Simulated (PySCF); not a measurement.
All of these have the formula C4H5N. Method used: TDDFT CAM-B3LYP/def2-SVPD, vertical, gas phase, core orbitals frozen in the response (PySCF 2.14.0, density-fitted response routines). Geometries: PBE0-D3(BJ)/def2-SVP; one conformer of each isolated species. Triplets are in the Tamm–Dancoff approximation.

A. `[C-]#[N+]C1CC1`
B. `C#C[C@@H]1CN1`
C. `[C-]#[N+]CC=C`
D. `[H]/N=C\C#CC`

Lowest singlet levels (six at most, fewer where fewer were computed) with oscillator strengths:

1. 6.04 eV (f 0.006); 6.47 eV (f 0.029); 6.67 eV (f 0.011); 6.94 eV (f 0.016); 7.52 eV (f 0.049); 7.64 eV (f 0.101); T1 5.11 eV
2. 7.21 eV (f 0.001); 7.76 eV (f 0.058); 8.02 eV (f 0.054); 8.06 eV (f 0.002); 8.14 eV (f 0.071); 8.25 eV (f 0.000); T1 5.75 eV
3. 4.81 eV (f 0.004); 5.32 eV (f 0.001); 5.70 eV (f 0.166); 6.49 eV (f 0.001); 7.19 eV (f 0.006); 7.30 eV (f 0.051); T1 3.78 eV
4. 7.54 eV (f 0.399); 7.71 eV (f 0.034); 7.89 eV (f 0.013); 7.97 eV (f 0.023); 8.00 eV (f 0.078); 8.11 eV (f 0.059); T1 4.39 eV

Question: Which spectrum belongs to which structure?

Answer: 1 = B, 2 = A, 3 = D, 4 = C.
- A: S1 at 7.21 eV, HOMO→LUMO (52%), HOMO→LUMO+4 (22%), HOMO→LUMO+1 (13%); Löwdin shares by element: HOMO carbon 53% or more, nitrogen 25% (atoms not listed hold the other 22%); LUMO carbon 39% or more, hydrogen 17% or more (atoms not listed hold the other 44%); HOMO -9.84 and LUMO 1.16 eV; point group Cs, 1 of its 6 listed states under f = 0.0005.
- B: S1 at 6.04 eV, HOMO→LUMO (33%), HOMO→LUMO+2 (22%), HOMO→LUMO+1 (19%); Löwdin shares by element: HOMO carbon 48% or more, nitrogen 33% (atoms not listed hold the other 19%); LUMO carbon 65% (atoms not listed hold the other 35%); HOMO -8.51 and LUMO 1.34 eV.
- C: S1 at 7.54 eV, HOMO→LUMO (90%); Löwdin shares by element: HOMO carbon 84% (atoms not listed hold the other 16%); LUMO carbon 70% or more, hydrogen 7% or more (atoms not listed hold the other 23%); HOMO -9.63 and LUMO 0.67 eV.
- D: S1 at 4.81 eV, HOMO-1→LUMO (91%); Löwdin shares by element: HOMO carbon 69% or more, nitrogen 20%; LUMO carbon 56% or more, nitrogen 30%; HOMO -9.02 and LUMO -0.15 eV.
